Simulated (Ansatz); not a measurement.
# CH3SSi−: a relaxation

Aim: see where a relaxation from this start ends.

The runs use Ansatz 0.2.0, Gaussian basis; B3LYP-D4/cc-pVDZ.

## 1. Where the work starts

The start, displaced at random: SMILES `[CH-]=[SiH]S`, 6 atoms, charge -1, spin multiplicity 1.

Atoms are counted from 1 here; the program's logs count them from 0.

Bond lengths: C1–Si2 1.686 Å, C1–H4 1.215 Å, Si2–H5 1.469 Å, S3–H6 1.395 Å. Angles: Si2–C1–H4 112.5°, C1–Si2–H5 144.3°.

Coordinates:

```xyz
6
charge -1, multiplicity 1
C    -1.23743   -0.56916   -1.14937
Si   -0.32073    0.63729   -0.41043
S     1.47263    0.39626    1.36627
H    -1.01880   -1.67054   -0.68510
H    -0.01282    2.07388   -0.41760
H     1.06539   -0.93768    1.34928
```

## 2. The relaxation

The input, run/in.yaml:

```yaml
crystal:
  periodic: [false, false, false]
  atoms:
    - {symbol: C, position_ang: [-1.237426, -0.569161, -1.149372]}
    - {symbol: Si, position_ang: [-0.320730, 0.637287, -0.410430]}
    - {symbol: S, position_ang: [1.472633, 0.396257, 1.366268]}
    - {symbol: H, position_ang: [-1.018800, -1.670545, -0.685100]}
    - {symbol: H, position_ang: [-0.012817, 2.073882, -0.417599]}
    - {symbol: H, position_ang: [1.065392, -0.937684, 1.349276]}
basis:
  gaussian: {orbitals: cc-pVDZ}
total_charge: -1
hamiltonian: {xc: {name: B3LYP}, dispersion: d4}
relax: {f_tol: 0.002, max_steps: 80, max_displacement: 0.05}
```

Started as:

```
$ ansatz run in.yaml --threads 2 --pin off --events-out ev --progress --plain --max-ram 3481MiB
```

Before running it: what results should come out? Wanted: energy change; last largest force; RMSD from the start.

**Answer**, as computed:

| quantity | value |
| --- | --- |
| steps | 20 |
| energy change | -52.7 kJ/mol |
| last largest force | 0.0010 eV/Å |
| RMSD from the start | 0.225 Å |

What this shows: It converged in 20 steps at a force tolerance of 0.002 eV/Å.
